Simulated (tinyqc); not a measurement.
Inside a calculation. Method: CIS and TDHF on RHF in the sto-6g basis, for HF, spin multiplicity 1. One step of it, computed by the program tinyqc.

Question. CIS matrix, singlets. A(ia,jb) = (e_a - e_i) d_ij d_ab + 2 (ia|jb) - (ij|ab).

orbital energies (hartree): MO1 -26.259142, MO2 -1.435400, MO3 -0.513508, MO4 -0.471520, MO5 -0.471520, MO6 0.396514

Two-electron integrals over orbitals (pq|rs), unique and non-zero (hartree):
```
(11|11) 5.382205    (21|11) -0.531894   (21|21) 0.084738    (22|11) 1.246811
(22|21) -0.023745   (22|22) 0.872556    (31|11) 0.114693    (31|21) -0.017611
(31|22) 0.007803    (31|31) 0.019052    (32|11) -0.129637   (32|21) 0.006105
(32|22) -0.043293   (32|31) 0.020652    (32|32) 0.140690    (33|11) 0.914161
(33|21) -0.008514   (33|22) 0.709014    (33|31) -0.002885   (33|32) -0.020408
(33|33) 0.695368    (41|41) 0.030359    (42|41) 0.039889    (42|42) 0.188382
(43|41) -0.007774   (43|42) -0.030542   (43|43) 0.037547    (44|11) 1.265985
(44|21) -0.014123   (44|22) 0.894673    (44|31) 0.002925    (44|32) -0.069086
(44|33) 0.695864    (44|44) 0.998085    (51|51) 0.030359    (52|51) 0.039889
(52|52) 0.188382    (53|51) -0.007774   (53|52) -0.030542   (53|53) 0.037547
(54|54) 0.053789    (55|11) 1.265985    (55|21) -0.014123   (55|22) 0.894673
(55|31) 0.002925    (55|32) -0.069086   (55|33) 0.695864    (55|44) 0.890506
(55|55) 0.998085    (61|11) 0.122972    (61|21) -0.020594   (61|22) 0.002792
(61|31) -0.011770   (61|32) -0.023719   (61|33) 0.006800    (61|44) 0.003138
(61|55) 0.003138    (61|61) 0.021755    (62|11) -0.177240   (62|21) 0.004855
(62|22) -0.095698   (62|31) -0.020064   (62|32) -0.071677   (62|33) -0.025387
(62|44) -0.093739   (62|55) -0.093739   (62|61) 0.018254    (62|62) 0.091574
(63|11) -0.408522   (63|21) 0.006383    (63|22) -0.224343   (63|31) 0.001718
(63|32) 0.084150    (63|33) -0.100244   (63|44) -0.235985   (63|55) -0.235985
(63|61) -0.004800   (63|62) 0.041232    (63|63) 0.220605    (64|41) -0.007700
(64|42) -0.031144   (64|43) -0.021114   (64|64) 0.029230    (65|51) -0.007700
(65|52) -0.031144   (65|53) -0.021114   (65|65) 0.029230    (66|11) 0.849036
(66|21) -0.008664   (66|22) 0.647456    (66|31) 0.011232    (66|32) 0.051511
(66|33) 0.655577    (66|44) 0.628866    (66|55) 0.628866    (66|61) -0.007811
(66|62) -0.057227   (66|63) -0.021208   (66|66) 0.686661
```

Give: CIS matrix A, singlet.

Answer.

CIS matrix A, singlet (hartree):
```
        1>6    2>6     3>6    4>6    5>6
1>6  25.850  0.045  -0.021  0.000  0.000
2>6   0.045  1.368   0.031  0.000  0.000
3>6  -0.021  0.031   0.696  0.000  0.000
4>6   0.000  0.000   0.000  0.298  0.000
5>6   0.000  0.000   0.000  0.000  0.298
```
